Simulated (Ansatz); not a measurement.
Isomers of C7H16, relaxed with PBE0-D4/def2-TZVP in Ansatz; electronic energies, one conformer each and not always the lowest. Functionals use def2-TZVPP; CBS adds triple-zeta CCSD(T) − MP2 to the MP2 limit of def2-TZVPP and def2-QZVPP.

Order them by energy at frozen-core CCSD(T)/CBS, lowest first. (An estimate is asked.)
A. `CCCC(C)(C)C`
B. `CCC(C)C(C)C`
C. `CCC(CC)CC`

A (0.0 kJ/mol), B (9.4 kJ/mol), C (14.2 kJ/mol).

How do PBE0-D4, HF/CBS(def2), B3LYP, ωB97M-V place them (kJ/mol, against `CCCC(C)(C)C`)? (Best estimate.)

The calculation gave: 
| isomer | PBE0-D4 | HF/CBS(def2) | B3LYP | ωB97M-V |
| --- | --- | --- | --- | --- |
| `CCC(C)C(C)C` | 7.5 | 9.5 | 7.8 | 8.8 |
| `CCC(CC)CC` | 10.4 | 7.6 | 6.7 | 13.4 |

B3LYP here is the variant with VWN-RPA as its local correlation; programs differ in this.
